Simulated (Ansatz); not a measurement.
Two shapes of doublet C₂H.

Shape 1:

```xyz
3

H     0.0000    0.0000   -1.4287
C     0.0000    0.0000   -0.4385
C     0.0000    0.0000    0.6767
```

Shape 2:

```xyz
3

H     0.0000    0.0000   -1.6772
C     0.0000    0.0000   -0.5148
C     0.0000    0.0000    0.7943
```

Basis set: cc-pVDZ (spherical functions). Frozen core: 2 orbitals. Charge 0, multiplicity 2.

Computed with Ansatz (development build ahead of 0.2.0); each method stands on the lowest determinant of its kind that the runs found.

Problem. Which shape is lower in energy, and by how much in each method?

Solution.

```csv
method,E(2) − E(1) (eV)
UHF,-0.309
UHF-MP2,0.178
```

The methods disagree on the order. Caution: the unrestricted determinant is spin contaminated.
